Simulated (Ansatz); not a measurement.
# One shape, several levels: singlet AlO+

We compute a comparison of 6 runs (HF/STO-3G, B3LYP/def2-TZVPPD, BHLYP/def2-TZVPPD, CAM-B3LYP/def2-TZVPPD, r2SCAN/def2-TZVPPD, r2SCAN0/def2-TZVPPD) of singlet AlO+. 

The results are computed with Ansatz 0.2.0.

36 further runs of the same task are left out: 36 set aside as unsound or not needed.

## Step 1: Starting point

AlO+: 2 atoms, total charge +1, spin state singlet. SMILES of the parent species: `[O]=[Al]`. The shape is that of a PBE0-D4/def2-TZVP optimisation. That shape belongs to the parent species and isn't relaxed for this state.

Bond lengths: O1–Al2 1.620 Å.

## Step 2: A single-point energy at HF/STO-3G (run 1)

in.yaml

```yaml
crystal:
  periodic: [false, false, false]
  atoms:
    - symbol: O
      position_ang: [0.000000, -0.000000, -0.024920]
    - symbol: Al
      position_ang: [-0.000000, 0.000000, 1.594970]
basis:
  gaussian: {orbitals: STO-3G}
total_charge: 1
output: {orbitals: {seedname: orbitals}}
accuracy: high
hamiltonian: {xc: hf}
```

On the command line:

```console
$ ansatz run in.yaml --threads 1 --pin off --max-ram 3480MiB --events-out events.jsonl --progress --plain --runs-dir runs
```

Standard output:

```text
Warning: RAYON_NUM_THREADS=1 ignored (pool sized by the plan → 1); use --threads N
Functional definition: HF
  name "HF"
  exchange = exact_x
  correlation = 0
224 factors; integrals over basis functions are off by at most 2.5e-8 eV
mean field evaluation 1: about -8488.0703 eV, gradient 4.8e1 eV
mean field evaluation 2: about -8488.0758 eV, gradient 4.8e1 eV
mean field evaluation 4: about -8501.0257 eV, gradient 3.4e1 eV
mean field evaluation 8: about -8504.8081 eV, gradient 2.7e-1 eV
mean field evaluation 16: about -8504.8058 eV, gradient 9.0e-9 eV
mean field evaluation 32: about -8502.1422 eV, gradient 7.0e-1 eV
mean field -8504.80583170 eV, -312.5458495505 hartree, gradient 9.0e-9 eV, S^2 0.000000; 0 other end points of the search recorded, 0 dependent functions left out
reference -8504.80583170 eV, -312.5458495505 hartree; 10, 10 occupied and 4, 4 virtual orbitals, 224 factors
Total energy: -8504.80583170 eV, -312.5458495505 hartree
```

It took 0.08 s on 1 thread of Arm Neoverse V1, shared host.

## Step 3: A single-point energy at B3LYP/def2-TZVPPD (run 2)

input.yaml

```yaml
crystal:
  periodic: [false, false, false]
  atoms:
    - {symbol: O, position_ang: [0.000000, -0.000000, -0.024920]}
    - {symbol: Al, position_ang: [-0.000000, 0.000000, 1.594970]}
basis:
  gaussian:
    orbitals: def2-TZVPPD.json
output: {orbitals: {seedname: orbitals}}
hamiltonian:
  xc: {name: B3LYP}
accuracy: high
total_charge: 1
```

The basis set def2-TZVPPD is read from a file made from the Basis Set Exchange's data (not shown).

On the command line:

```console
$ ansatz run input.yaml --threads 1 --pin off --max-ram 3480MiB --events-out events.jsonl --progress --plain --runs-dir runs
```

Standard output:

```text
Warning: RAYON_NUM_THREADS=1 ignored (pool sized by the plan → 1); use --threads N
Functional definition: B3LYP
  name "B3LYP"
  parameter a0 = 0.2
  parameter ax = 0.72
  parameter ac = 0.81
  exchange = (1 - a0 - ax)*slater_x + ax*b88_x + a0*exact_x
  correlation = (1 - ac)*vwn_rpa_c + ac*lyp_c
1150 factors; integrals over basis functions are off by at most 3.3e-9 eV
mean field evaluation 1: about -8598.1277 eV, gradient 1.4e2 eV
mean field evaluation 2: about -8346.4831 eV, gradient 2.3e2 eV
mean field evaluation 4: about -8629.9163 eV, gradient 4.4e1 eV
mean field evaluation 8: about -8634.0525 eV, gradient 1.1e-1 eV
mean field evaluation 16: about -8634.0505 eV, gradient 1.1e-5 eV
mean field -8634.05045417 eV, -317.2955018211 hartree, gradient 1.6e-8 eV, S^2 0.000000; 1 other end points of the search recorded, 0 dependent functions left out
reference -8634.05048291 eV, -317.2955028774 hartree; 10, 10 occupied and 78, 78 virtual orbitals, 1150 factors
Total energy: -8634.05048291 eV, -317.2955028774 hartree
```

Run time: 3.9 s. Hardware: 1 thread of Arm Neoverse V1, shared host; peak memory 0.16 GiB.

Runs 3 to 4 aren't shown in full; the table further down has their settings and results.

## Step 4: A single-point energy at r2SCAN/def2-TZVPPD (run 5)

input.yaml, as its differences from that of step 3:

```diff
@@ -8,6 +8,7 @@
     orbitals: def2-TZVPPD.json
-output: {orbitals: {seedname: orbitals}}
+total_charge: 1
 hamiltonian:
-  xc: {name: B3LYP}
+  xc: {name: r2SCAN}
 accuracy: high
-total_charge: 1
+output:
+  orbitals: {seedname: orbitals}
```

The basis set def2-TZVPPD is read from a file made from the Basis Set Exchange's data (not shown).

On the command line:

```console
$ ansatz run input.yaml --threads 1 --pin off --max-ram 3480MiB --events-out events.jsonl --progress --plain --runs-dir runs
```

Standard output:

```text
Warning: RAYON_NUM_THREADS=1 ignored (pool sized by the plan → 1); use --threads N
Functional definition: r2SCAN
  name "r2SCAN"
  parameter k0 = 0.174
  parameter k1 = 0.065
  parameter a1 = 4.9479
  exchange = r2scan_x(k0 = k0, k1 = k1, a1 = a1)
  correlation = r2scan_c
1150 factors; integrals over basis functions are off by at most 3.3e-9 eV
mean field evaluation 1: about -8595.7239 eV, gradient 1.4e2 eV
mean field evaluation 2: about -8350.8816 eV, gradient 2.2e2 eV
mean field evaluation 4: about -8627.4761 eV, gradient 4.6e1 eV
mean field evaluation 8: about -8631.7395 eV, gradient 3.8e-1 eV
mean field evaluation 16: about -8631.7378 eV, gradient 9.9e-6 eV
mean field evaluation 32: about -8630.9415 eV, gradient 1.4e1 eV
mean field -8631.73776733 eV, -317.2105121475 hartree, gradient 4.9e-8 eV, S^2 0.000000; 3 other end points of the search recorded, 0 dependent functions left out
reference -8631.73776814 eV, -317.2105121772 hartree; 10, 10 occupied and 78, 78 virtual orbitals, 1150 factors
Total energy: -8631.73776814 eV, -317.2105121772 hartree
```

Wall time 8.7 s (1 thread of Arm Neoverse V1, shared host); peak memory 0.18 GiB.

## Step 5: The energy at r2SCAN0/def2-TZVPPD (run 6)

in.yaml

```yaml
crystal:
  periodic: [false, false, false]
  atoms:
    - {symbol: O, position_ang: [0.000000, -0.000000, -0.024920]}
    - {symbol: Al, position_ang: [-0.000000, 0.000000, 1.594970]}
basis:
  gaussian: {orbitals: def2-TZVPPD.json}
hamiltonian: {xc: {name: r2SCAN0}}
accuracy: high
output: {orbitals: {seedname: orbitals}}
total_charge: 1
```

The basis set def2-TZVPPD is read from a file made from the Basis Set Exchange's data (not shown).

On the command line:

```console
$ ansatz run in.yaml --threads 1 --pin off --max-ram 3480MiB --events-out events.jsonl --progress --plain --runs-dir runs
```

Standard output:

```text
Warning: RAYON_NUM_THREADS=1 ignored (pool sized by the plan → 1); use --threads N
Functional definition: r2SCAN0
  name "r2SCAN0"
  parameter a = 0.25
  parameter k0 = 0.174
  parameter k1 = 0.065
  parameter a1 = 4.9479
  exchange = (1 - a)*r2scan_x(k0 = k0, k1 = k1, a1 = a1) + a*exact_x
  correlation = r2scan_c
1150 factors; integrals over basis functions are off by at most 3.3e-9 eV
mean field evaluation 1: about -8600.1252 eV, gradient 1.3e2 eV
mean field evaluation 2: about -8388.9040 eV, gradient 2.0e2 eV
mean field evaluation 4: about -8630.6194 eV, gradient 9.4e0 eV
mean field evaluation 8: about -8630.8799 eV, gradient 2.5e-1 eV
mean field evaluation 16: about -8630.8789 eV, gradient 1.1e-5 eV
mean field -8630.87890399 eV, -317.1789495020 hartree, gradient 7.1e-9 eV, S^2 0.000000; 0 other end points of the search recorded, 0 dependent functions left out
reference -8630.87890464 eV, -317.1789495256 hartree; 10, 10 occupied and 78, 78 virtual orbitals, 1150 factors
Total energy: -8630.87890464 eV, -317.1789495256 hartree
```

It took 5.4 s on 1 thread of Arm Neoverse V1, shared host; peak memory 0.19 GiB.

## Step 6: The series

```csv
run,level,energy (Eh),HOMO energy (eV),LUMO energy (eV),HOMO–LUMO gap (eV),wall time
1,HF/STO-3G,-312.545850,-16.82,-5.07,11.75,0.08 s
2,B3LYP/def2-TZVPPD,-317.295503,-15.33,-13.12,2.21,3.9 s
3,BHLYP/def2-TZVPPD,-317.226321,-17.11,-11.93,5.19,3.9 s
4,CAM-B3LYP/def2-TZVPPD,-317.246815,-17.03,-11.83,5.20,3.9 s
5,r2SCAN/def2-TZVPPD,-317.210512,-14.22,-13.54,0.69,8.7 s
6,r2SCAN0/def2-TZVPPD,-317.178950,-15.67,-12.72,2.95,5.4 s
```

## Step 7: What came out

```
            quantity          value
 run 6: total energy  -317.17895 Eh
  run 6: HOMO energy      -15.67 eV
  run 6: LUMO energy      -12.72 eV
run 6: HOMO–LUMO gap        2.95 eV
```

In words: The HOMO–LUMO gap runs from 0.69 eV (r2SCAN/def2-TZVPPD) to 11.75 eV (HF/STO-3G). The two ends differ in method and basis. Totals of different functionals can't be ranked against each other. In run 1 the basis is minimal, so the values are rough. All runs together took 26 s, the longest 8.7 s.
